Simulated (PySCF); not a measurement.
C₃H₆O, SMILES O=C(C)C.

Geometry optimised at B3LYP-D3(BJ)/def2-SVP.

Level of theory: PySCF with r2SCAN/def2-TZVP.

Symmetry labels are those of the subgroup C2 that the program uses (full group C2).

List the valence orbital energies around the gap with their symmetry. (The exact figures need the calculation; the answer reports its results.)


| orbital | symmetry | energy (eV) |
|---|---|---|
| HOMO−7 | B | -11.75 |
| HOMO−6 | B | -11.68 |
| HOMO−5 | A | -11.42 |
| HOMO−4 | A | -10.20 |
| HOMO−3 | A | -9.93 |
| HOMO−2 | B | -9.51 |
| HOMO−1 | B | -8.89 |
| HOMO | B | -5.92 |
| LUMO | B | -1.30 |
| LUMO+1 | A | 1.03 |
| LUMO+2 | B | 2.63 |
| LUMO+3 | A | 2.68 |
